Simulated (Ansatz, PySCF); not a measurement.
Reaction: SiH3 (SMILES [SiH3], doublet) → SiH3+ (parent SMILES [SiH3], singlet) + e-
Each species at its own B3LYP-D3(BJ)/def2-TZVP minimum (Ansatz, an electronic-structure program).

Quantity: adiabatic ionisation energy (0 K, zero-point energies from PySCF's Hessians at B3LYP-D3(BJ)/def2-TZVP), in eV. Radicals and triplets start from unrestricted determinants; spin-orbit coupling is neglected. CBS(X,Y): correlation extrapolated as X^-3, Hartree-Fock from the larger set (Q,5: extrapolated as (X+1)exp(-9√X)). A bracket is a step between two methods taken in the basis named. Functionals run without relativity, which enters their misses. Double hybrids freeze cores in their MP2 part. 'core' is core correlation in cc-pwCVTZ (1s frozen past Ne), 'X2C' scalar relativity in cc-pVTZ-DK, both at CCSD(T). Full CI freezes restricted core orbitals, also for open shells; the composite that ends in it estimates full CI at the basis-set limit.

Measured: 8.14 eV (CCCBDB table in ASE).

Task: What does PBE/def2-TZVPD (Ansatz) give here, and how do the other levels compare?

Result: PBE gives 8.23 eV, 0.09 eV above it. Errors of the others: r2SCAN/def2-TZVPD (Ansatz) 0.21; PBE0/def2-TZVPD (Ansatz) 0.09; wB97M-V/def2-TZVPD (Ansatz) -0.16; B2PLYP/def2-TZVPD (Ansatz) -0.10; CCSD(T)/CBS(cc-pV(Q+d)Z,cc-pV(5+d)Z) + core + X2C (Ansatz) -0.02; CCSD(T)/CBS(cc-pV(Q+d)Z,cc-pV(5+d)Z) + [CCSDT(Q) - CCSD(T)]/cc-pV(Q+d)Z + [FCI - CCSDT(Q)]/cc-pV(D+d)Z + core + X2C (Ansatz) -0.01 eV. Nearer than PBE: CCSD(T)/CBS(cc-pV(Q+d)Z,cc-pV(5+d)Z) + core + X2C, CCSD(T)/CBS(cc-pV(Q+d)Z,cc-pV(5+d)Z) + [CCSDT(Q) - CCSD(T)]/cc-pV(Q+d)Z + [FCI - CCSDT(Q)]/cc-pV(D+d)Z + core + X2C.
